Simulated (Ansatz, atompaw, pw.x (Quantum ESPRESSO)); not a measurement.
## Sn: one change to the PAW (atompaw) potential, in the atom and in the diamond crystal

Sn, PAW, made with atompaw 4.2.0.5 (PBE, scalar-relativistic). Core [Kr] 4d10, reference 5s1.75 5p2.25. Waves: 5s (bound): rc 2.40 bohr; 5s channel at -0.3 Ry: rc 2.40 bohr; 5p (bound): rc 2.90 bohr; 5p channel at 0.15 Ry: rc 2.90 bohr; 5d channel at 0.15 Ry: rc 2.85 bohr; 5d channel at 2.9 Ry: rc 2.90 bohr. Local part: bessel scheme, radius 2.00 bohr. Core correction: smooth core density matched at 1.50 bohr. Augmentation charge: sinc compensation charge, radius 2.75 bohr; PAW radius 2.90 bohr; waves and projectors: custom rrkj vanderbiltortho.

Change: wave 5d channel at 0.15 Ry: rc 2.85 bohr becomes 5d channel at 0.68 Ry: rc 2.85 bohr.

Cutoffs, loose and tight: the cutoffs (Ry, on a coarse ladder) from which the occupation-weighted sum of valence levels, in a spherical-Bessel basis at the reference potential, stays within 10 and 1 mRy of its value at 400 Ry. They see the waves, projectors and local potential, not the compensation charge or the core.

Crystal test: diamond Sn in pw.x 7.5, no spin, 8³ k-points, Fermi–Dirac smearing 0.01 Ry, cutoffs set for each file from its atomic test. The reference is all-electron LAPW (Ansatz 0.2.0) with the same functional, mesh and smearing; V0 and B0 come from Birch–Murnaghan fits to the pressures at five volumes. Errors are pseudo minus all-electron; Δ is the rms difference of the E(V) curves that follow from these fits, minima aligned, over ±6 % about the mean V0. Mesh and smearing are coarse, so the numbers serve the comparison and aren't converged zero-temperature values; the lattice is a test structure that the element need not adopt.

All-electron: a0 = 6.661 Å (V0 = 36.95 Å³/atom), B0 = 35.1 GPa.

Question: Does the change bring the crystal closer to the all-electron result?

Answer: The mean pressure error goes from +0.32 to +0.04 GPa, so the change moves the solid closer to the all-electron pressures.

| quantity | base | changed |
| --- | --- | --- |
| outcome (atom) | generated | generated |
| cutoff, loose (atom) | 6 Ry | 6 Ry |
| cutoff, tight (atom) | 8 Ry | 8 Ry |
| bound ghosts (atom) | none | none |
| cutoffs in pw.x (Ry) | 40/400 | 40/400 |
| a0 (Å) | 6.680 | 6.664 |
| a0 error (%) | +0.29 | +0.04 |
| B0 error (%) | -0.8 | +0.4 |
| Δ (meV/atom) | 2.5 | 0.3 |
| mean pressure error (GPa) | +0.32 | +0.04 |

Base: The largest radius (2.90 bohr) exceeds half the bond length (2.72 bohr), so the spheres overlap, which is one possible source of error among others. Changed file: The largest radius (2.90 bohr) exceeds half the bond length (2.72 bohr), so the spheres overlap, which is one possible source of error among others. The atomic cutoffs weigh occupied waves only.
